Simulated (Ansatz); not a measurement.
How the LA phonon frequency at X of rock-salt KCl moves with the method

No measured value is used here.

```tsv
level (code)	value (cm⁻¹)	cell (Å³/atom)
LDA (Ansatz)	___	28.04
PBE (Ansatz)	107	32.48
r²SCAN (Ansatz)	108	31.15
```

### Question
What belongs in the gaps?

### Answer

- LDA (Ansatz, an electronic-structure program), value (cm⁻¹): 105

Each level is taken at its own relaxed cell. Cutoffs differ between the levels. Ansatz's density-functional and Hartree–Fock values are scalar-relativistic unless marked +SOC, with PAW data made under PBE.
